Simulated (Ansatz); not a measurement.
**Interaction energy ladder**

The pair of CH5N (SMILES CN, atoms 1–7) and SiH4 (SMILES [SiH4], atoms 8–12), both closed shells, in one local arrangement (a lower one may exist), relaxed at PBE0-D4/def2-TZVP:

C1  (-0.713, -0.219, -1.699)
N2  (0.583, 0.392, -1.467)
H3  (-1.248, -0.546, -0.795)
H4  (-0.591, -1.090, -2.347)
H5  (-1.356, 0.486, -2.230)
H6  (1.211, -0.246, -0.997)
H7  (0.502, 1.217, -0.888)
Si8  (0.322, 0.001, 2.084)
H9  (1.637, 0.635, 1.807)
H10  (-0.767, 0.873, 1.576)
H11  (0.166, -0.183, 3.548)
H12  (0.255, -1.320, 1.409)
(Å)

Computed with Ansatz 0.2.0 (basis: def2-TZVPPD, with def2-QZVPPD for the basis limit); correlated methods freeze the cores. B3LYP uses VWN-RPA correlation. Extrapolation: Hartree–Fock as exp(−7.88 √X), correlation as X^−2.97. Interaction energies count from these two fragments, frozen as in the pair, with the counterpoise correction; negative means bound.

(1) What is the interaction energy by CCSD(T) at an estimated basis limit (MP2 extrapolated from triple and quadruple zeta, plus CCSD(T) − MP2 in triple zeta)? (Judge from chemistry; the value comes from the calculation.)

T1 diagnostic: at most 0.011.

Results:

(1) Computed: -5.6 kJ/mol. Hartree–Fock alone gives 5.3 kJ/mol at the basis limit, so without correlation the pair would not bind at this distance. It counts from the two fragments frozen as in the pair.

The same quantity by other methods in triple zeta, and each one's difference from that estimate:
| method | E_int (kJ/mol) | difference |
| --- | --- | --- |
| PBE-D4 | -7.4 | -1.8 |
| revPBE-D4 | -6.4 | -0.8 |
| BLYP-D4 | -5.5 | 0.2 |
| r2SCAN-D4 | -6.5 | -0.9 |
| B97M-V | -6.1 | -0.5 |
| PBE0-D4 | -6.5 | -0.8 |
| B3LYP-D4 | -5.7 | 0.0 |
| HSE06-D4 | -6.3 | -0.7 |
| wB97X-V | -5.6 | 0.0 |
| wB97M-V | -5.9 | -0.3 |
| B2PLYP | -0.2 | 5.4 |
| HF | 5.4 | 11.0 |
| MP2 | -4.2 | 1.4 |
| CCSD | -3.0 | 2.6 |
| CCSD(T) | -4.5 | 1.1 |
Differences are method less estimate.

Basis-set superposition shift (counterpoise-corrected less uncorrected): CCSD(T) 1.6; MP2 1.7; HF 0.3; PBE0-D4 0.4; wB97M-V 0.5 kJ/mol.

For scale, one of the runs: CCSD(T)/def2-TZVPPD, 275 basis functions, launched by `ansatz run in.yaml --threads 4 --pin off --events-out ev --progress --plain --max-ram 9574MiB`. Hardware: 4 CPU threads of an Intel Xeon Platinum 8375C, shared host. Wall time 76 s; peak host memory 7.3 GiB.
